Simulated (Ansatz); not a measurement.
A run of Ansatz (development build ahead of 0.2.0) on doublet NO₂ at this shape:

```yaml
atoms:
  - { symbol: N, position_ang: [0.0000, 0.0000, 0.0000] }
  - { symbol: O, position_ang: [1.2115, 0.5130, 0.0000] }
  - { symbol: O, position_ang: [-1.1004, 0.4660, 0.0000] }
```

Its results:

```
Converged                               : yes
Reference energy (starting determinant) : -204.08216 hartree
Correlation energy                      : -0.70652 hartree
Total energy                            : -204.78868 hartree
```

(1) Which input gives this output? Name the method, the orbitals and the basis set, and write the input.

Results:

(1) UHF-BCCD(T) in cc-pVTZ.

```yaml
crystal:
  periodic: [false, false, false]
  atoms:
    - { symbol: "N", position_ang: [0.0, 0.0, 0.0] }
    - { symbol: O, position_ang: [1.21155, 0.51303, 0.0] }
    - { symbol: O, position_ang: [-1.10041, 0.46596, 0.0] }
basis:
  gaussian: { orbitals: cc-pVTZ }
magnetization:
  spin_polarized: true
  initial_magnetization: 1
hamiltonian:
  xc: hf
correlation:
  method: bccd_t
  frozen_orbitals: { "N": 1, O: 1 }
```
